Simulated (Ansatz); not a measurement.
bcc Li was calculated with HSE06 (plane waves, PAW; Ansatz, a first-principles code).

A relaxed, unreconstructed slab of the (110) face has 6 atoms, two equal faces of 8.553 Å² each and an energy of -1227.9075 eV. A bulk cell of 2 atoms with the same orientation and in-plane k mesh has -409.4713 eV. Energies are extrapolated to zero smearing.

Numerical settings: plane-wave cutoff 500 eV, 10×10×1 k mesh (along the axes of the cell as run), Fermi–Dirac smearing 0.1 eV, scalar-relativistic PAW data made under PBE.

Worked out: γ = (E_slab − N E_bulk per atom)/2A = [-1227.9075 − 6 × (-409.4713/2)]/(2 × 8.553) = 0.0296 eV/Å². With 16.022 J/m² per eV/Å² this is 0.47 J/m², or 0.25 eV per surface cell and face.

Note: exact exchange on metals is sensitive to the k mesh and can open a false gap; the run warned that its exchange threshold was loose for the stress.
